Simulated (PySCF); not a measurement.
Al: electron affinity

Al⁻ [Ne] 3s2 3p2 (3P) → Al [Ne] 3s2 3p1 (2P), as a difference of total energies. Computed with PySCF 2.14 in aug-cc-pV(D+d)Z (5s4p3d, 32 functions), with no relativity, point nucleus. Correlated levels: valence: [Ne] frozen. The calculations carry no spin-orbit coupling.

```json
{"method": "UHF", "electron affinity (eV)": "0.019", "error (eV)": "-0.414"}
{"method": "MP2 (valence)", "electron affinity (eV)": "0.313", "error (eV)": "-0.120"}
{"method": "SCS-MP2 (valence)", "electron affinity (eV)": "0.219", "error (eV)": "-0.214"}
{"method": "CCSD (valence)", "electron affinity (eV)": "0.333", "error (eV)": "-0.100"}
{"method": "CCSD(T) (valence)", "electron affinity (eV)": "0.364", "error (eV)": "-0.069"}
{"method": "CCSDT (valence)", "electron affinity (eV)": "0.375", "error (eV)": "-0.058"}
```

Reference: 0.433 eV (measured; photodetachment measurements, as compiled on the Wikipedia data page of electron affinities).

Errors of the correlated levels include the incompleteness of this basis and the frozen core.
